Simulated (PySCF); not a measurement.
C4H4P2.
Bonds: C1–C2 (aromatic), C2–P3 (aromatic), P3–C4 (aromatic), C4–P5 (aromatic), P5–C6 (aromatic), C1–C6 (aromatic). Hydrogens: H7 on C1; H8 on C2; H9 on C4; H10 on C6.

Probes without a nucleus sit at each ring's centroid and 1 Å off its mean plane on both sides; NICS is minus the shielding there, NICSzz its component along the normal. Level: GIAO PBE0/pcSseg-1 (PySCF, non-relativistic, gas phase) on the GFN2-xTB geometry, one conformer.

Ring bond lengths (Å), with Mayer bond orders in brackets: C1–C2 1.381 (1.46), C2–P3 1.735 (1.31), P3–C4 1.728 (1.32), C4–P5 1.728 (1.32), P5–C6 1.735 (1.31), C6–C1 1.381 (1.46).

Q: Give the NICS values of each ring in ppm.

A: 
```csv
ring,type,NICS(0),"NICS(1), two faces","NICS(1)zz, two faces",rms pucker (Å),"centre to ring atoms, mean (Å)"
C1–C2–P3–C4–P5–C6,6-membered ring with 2 P; formal bonds all aromatic,-6.2,-9.9 / -9.9,-25.1 / -25.1,0.00,1.60
```

Q: What do they say, and how far can they be read as aromaticity?

A: 
- C1–C2–P3–C4–P5–C6: mean NICS(1)zz -25.1 ppm, shielded.

Q: What does the geometric index give? HOMA = 1 − mean of α(R − Ropt)² over the ring bonds, with Krygowski's 1993 parameters (CC: Ropt 1.388 Å, α 257.7 Å⁻²; CP: Ropt 1.698 Å, α 118.91 Å⁻²).

A: 
- C1–C2–P3–C4–P5–C6: HOMA 0.91; the largest term is that of P5–C6, α(R − Ropt)² = 0.16.

Q: What is the mean of the two in-plane components of NICS at the second NICS(1) probe listed for ring C1–C2–P3–C4–P5–C6, 1 Å off the ring?

A: The isotropic value is a third of the trace: (3 × -9.9 − (-25.1))/2 = -2.3 ppm.

Q: Give the inner angles of the rings and the Hirshfeld charges of the ring atoms.

A: 
- C1–C2–P3–C4–P5–C6: C1 126.6° (-0.034 e), C2 128.1° (-0.103 e), P3 102.8° (+0.111 e), C4 131.6° (-0.171 e), P5 102.8° (+0.111 e), C6 128.1° (-0.103 e); sum 720.0° against 720° for a flat convex ring.

Q: How shielded are the nuclei of the rings and their hydrogens (means over atoms taken as equivalent)?

A: 
| atoms | environment | σ isotropic (ppm) | principal values of the symmetric part, first atom (ppm) |
| --- | --- | --- | --- |
| C1 | aromatic CH carbon | 49.5 | -67.3, 29.5, 186.3 |
| C2 (×2) | aromatic CH carbon | 25.3 | -138.1, 28.7, 185.2 |
| P3 (×2) | phosphorus bonded to 2 C | 49.8 | -280.9, -98.9, 529.2 |
| C4 | aromatic CH carbon | -8.9 | -236.4, 14.3, 195.3 |
| H7 | aromatic hydrogen | 23.25 | 18.2, 24.2, 27.3 |
| H8 (×2) | aromatic hydrogen | 22.34 | 19.7, 20.4, 27.0 |
| H9 | aromatic hydrogen | 20.69 | 14.3, 20.9, 26.8 |
